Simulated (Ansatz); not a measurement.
Au (fcc, Cu type): values from a third-order Birch-Murnaghan fit to a volume scan beside measured ones. Computed values: r2SCAN (plane waves to 500 eV, PAW, scalar-relativistic; Ansatz, a quantum-chemistry and plane-wave program). Au was relaxed with its symmetry unable to fall. Spin-orbit coupling is left out, though Au is heavy.

```json
[
 {"quantity": "Lattice constant a (Å)", "reference": "4.062", "kind": "measured, corrected to the static lattice", "r2SCAN": "4.125", "difference": "+1.5 %"},
 {"quantity": "Bulk modulus B₀ (GPa)", "reference": "182", "kind": "measured, corrected to the static lattice", "r2SCAN": "154", "difference": "-15.3 %"}
]
```

r2SCAN overestimates the lattice constant a by 1.5 %. r2SCAN underestimates the bulk modulus B₀ by 15.3 %.

References as given in: Daniel Mejia-Rodriguez, S. B. Trickey, Physical Review B (2018), arXiv:1807.09216.

(Under strain, the slope of the energy per volume gives the stress and its curvature an elastic modulus.)
